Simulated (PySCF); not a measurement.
Compound: C₂H₂F₂O.
Atom-mapped SMILES: `[F:1][C:2]1([F:3])[CH2:4][O:5]1`

Probes without a nucleus sit at each ring's centroid and 1 Å off its mean plane on both sides; NICS is minus the shielding there, NICSzz its component along the normal. Level: GIAO B97-2/pcSseg-2 (PySCF, non-relativistic, gas phase) on the PBE0-D3(BJ)/def2-SVP geometry, one conformer.

Ring bond lengths (Å): C2–C4 1.447, C4–O5 1.457, O5–C2 1.344.

Q: What do the NICS probes read (ppm)?

A: 
```tsv
ring	type	NICS(0)	NICS(1), two faces	NICS(1)zz, two faces	rms pucker (Å)	centre to ring atoms, mean (Å)
C2–C4–O5	3-membered ring with O; formal bonds all single	-42.6	-4.9 / -4.9	-14.7 / -14.7	0.00	0.82
```

Q: What do they say, and how far can they be read as aromaticity?

A: 
- C2–C4–O5: mean NICS(1)zz -14.7 ppm, shielded. C2, C4 have four or more neighbours, so the value isn't read as a sign of a π ring current. NICS(0) lies 38 ppm below the mean NICS(1).

Q: What field does 1 T along the ring normal induce along that normal at the first NICS(1) probe listed for ring C2–C4–O5, 1 Å off the ring?

A: NICSzz × B0 = -14.7 ppm × 1 T = -15 μT, against the applied field.

Q: List the ring angles.

A: 
- C2–C4–O5: C2 62.8°, C4 55.1°, O5 62.1°; sum 180.0° against 180° for a flat convex ring.

Q: How shielded are the nuclei of the rings and their hydrogens (means over atoms taken as equivalent)?

A: 
| atoms | environment | σ isotropic (ppm) | principal values of the symmetric part, first atom (ppm) |
| --- | --- | --- | --- |
| C2 | CF2 carbon | 67.4 | 30.8, 66.9, 104.4 |
| C4 | sp3 carbon bound to oxygen | 128.4 | 83.4, 144.7, 157.1 |
| O5 | epoxide oxygen | 250.2 | 116.5, 279.9, 354.2 |
| H on C4 (×2) | methylene hydrogen | 28.28 | 24.0, 26.6, 34.3 |

Q: How do the values depend on the level or the medium?

A: 
```tsv
level	NICS(0), C2–C4–O5	mean NICS(1)zz, C2–C4–O5
B97-2/pcSseg-2, gas	-42.6	-14.7
PBE0/pcSseg-1, gas	-41.6	-14.5
```

The geometry is the same throughout.
